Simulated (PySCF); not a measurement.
Molecule: SMILES C=CC(=O)F, C$_{3}$H$_{3}$FO.

Cartesian coordinates in Å; atom numbers follow the order of the lines, from 1:
```xyz
8

C     0.9872    0.7719   -0.0772
C     0.1410   -0.1013    0.4733
C    -0.9898   -0.6348   -0.3103
O    -1.2779   -0.3954   -1.4357
F    -1.7252   -1.4821    0.4223
H     0.8450    1.0942   -1.1130
H     1.8321    1.1794    0.4828
H     0.2444   -0.4508    1.5032
```

Geometry PBE0-D3(BJ)/def2-SVP throughout; GIAO in PySCF 2.14.0 with density-fitted response routines, gas phase, one conformer, non-relativistic; equivalent atoms averaged; basis pcSseg-2.

For orientation, BLYP gives these shifts δ (against TMS, H2O, CFCl3 at the same level): C3 166.5, C1 148.5, C2 134.8, O4 409.3, F5 27.4, H6 7.04, H7 6.21, H8 6.29 ppm.

A run gave: C3 165.6, C1 154.8, C2 129.2, O4 396.8, F5 45.6, H6 7.48, H7 6.67, H8 6.11 ppm (shifts δ (against TMS, H2O, CFCl3 at the same level)).

Problem. Which functional was used in that run?
A. KT3
B. OPBE
C. mPW1PW91
D. HF

Solution. D. H6 tells them apart best: HF gives 7.48, OPBE gives 7.13, KT3 gives 6.89, mPW1PW91 gives 7.22 ppm.
